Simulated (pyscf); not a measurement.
Thermochemistry of product channels of acetylene (HC≡CH) + ethyl (•H₂C–CH₃) on the doublet surface, in kcal/mol, from ωB97M-D3(BJ)/def2-TZVP energies (ideal gas, 1 atm, RRHO with modes under 100 cm⁻¹ raised to 100, one conformer, R ln 2 for chiral ones without a mode under 150 cm⁻¹). Optimised with ωB97X-D3(BJ)/def2-SVP in PySCF.

```csv
products,ΔE,ΔH(298 K),ΔG(298 K),ΔG(900 K)
•H₂C–CH₂–CH=CH₂,…,-35.4,-24.9,…
•HC=CH–CH₂–CH₃,-28.7,-25.0,-14.1,+8.7
```

Problem. Fill in the missing entries.

Solution. 
- •H₂C–CH₂–CH=CH₂, ΔE: -38.4
- •H₂C–CH₂–CH=CH₂, ΔG(900 K): -3.5

The channel to •H₂C–CH₂–CH=CH₂ turns unfavourable between 298 and 1200 K (ΔG from -24.9 kcal/mol to +7.0 kcal/mol). The channel to •HC=CH–CH₂–CH₃ turns unfavourable between 298 and 1200 K (ΔG from -14.1 kcal/mol to +19.9 kcal/mol).

These are energies of the channels, which say nothing of barriers. •H₂C–CH₂–CH=CH₂ lies 18.1 kcal/mol over its isomer •H₂C–CH=CH–CH₃ (electronic energy, ωB97M-D3(BJ)/def2-TZVP). •HC=CH–CH₂–CH₃ lies 27.8 kcal/mol over its isomer •H₂C–CH=CH–CH₃ (electronic energy, ωB97M-D3(BJ)/def2-TZVP).
